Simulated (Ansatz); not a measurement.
Spin states of the cluster Li₂H⁺, each relaxed with PBE0-D4/def2-TZVP in Ansatz. Electronic energies in the gas phase.

B3LYP takes the VWN-RPA correlation. Correlated methods freeze no core orbitals; core or outer-core shells of Li are correlated, in sets that lack core-valence functions. In CCSD on the charge 1 triplet the largest single amplitude is 0.73, so its Hartree–Fock determinant may place the open shell otherwise than the density functionals do. HOMO above LUMO, or a gap near zero within one spin, warns that the state may not be the lowest or that an electron is smeared out. In the triplet geometry the species has come apart into loosely held pieces. In the quintet geometry the species has come apart into loosely held pieces. The structure comes from a short search, and lower isomers may exist.

Singlet geometry (D∞h within 0.1 Å):

Cartesian coordinates in Å:
```
Li -0.797 -0.549 -1.317
Li 0.798 0.549 1.317
H 0.000 0.000 0.000
```

Triplet geometry (C2v within 0.1 Å):

Cartesian coordinates in Å:
```
Li -3.016 0.303 5.015
Li 3.477 0.595 -4.664
H -0.461 -0.897 -0.350
```

Quintet geometry:

```xyz
3

Li   -1.5466    0.0423   -5.1194
Li    1.4767    0.2786    5.1326
H     0.0699   -0.3209   -0.0132
```

⟨S²⟩: triplet 2.00 at PBE0-D4/def2-TZVP (pure 2.00), quintet 6.00 at PBE0-D4/def2-TZVP (pure 6.00).

Run but left out: HF/STO-3G, HF/def2-TZVP, HF/def2-TZVPP, MP2/def2-TZVP, MP2/def2-TZVPP (triplet: a determinant that CCSD turns far, T1 0.211); r2SCAN-D4/def2-TZVP (triplet: an occupied level 0.00 eV above an empty one); GFN1-xTB, GFN2-xTB (tight binding far off the other levels); r2SCAN-D4/def2-TZVP (quintet: an occupied level 0.00 eV above an empty one).

Only these spin states were relaxed. The triplet has fallen apart into loose fragments. The quintet has fallen apart into loose fragments. The triplet has other bonds than the singlet, so the gap mixes isomer and spin. The quintet has other bonds than the singlet, so the gap mixes isomer and spin.

| level | triplet − singlet (kcal/mol) | quintet − singlet (kcal/mol) | lowest of these | remarks |
| --- | --- | --- | --- | --- |
| LDA (SPW92)/def2-TZVP | 100.0 | 1326.2 | singlet | gap within one spin near zero (quintet), gap within one spin near zero (triplet) |
| PBE-D4/def2-TZVP | 91.9 | 1335.6 | singlet | gap within one spin near zero (quintet), gap within one spin near zero (triplet) |
| B3LYP-D4/def2-TZVP | 100.8 | 1382.5 | singlet | – |
| PBE0-D4/def2-TZVP | 97.2 | 1379.0 | singlet | – |
| BHLYP-D4/def2-TZVP | 105.9 | 1431.4 | singlet | – |
| ωB97M-V/def2-TZVP | 110.9 | 1423.9 | singlet | – |
| B2PLYP/def2-TZVP | 103.9 | 1426.1 | singlet | – |
| RPA@PBE/def2-TZVP | 77.1 | 1253.1 | singlet | – |
| CCSD/def2-TZVPP | 113.9 | 1448.1 | singlet | large T1 (0.211) (triplet) |
| CCSD(T)/def2-TZVPP | 113.9 | 1448.1 | singlet | large T1 (0.211) (triplet) |

Change of the quintet − singlet gap on mixing in exact exchange, in kcal/mol: PBE to PBE0 (25 % exact exchange) 43.4.
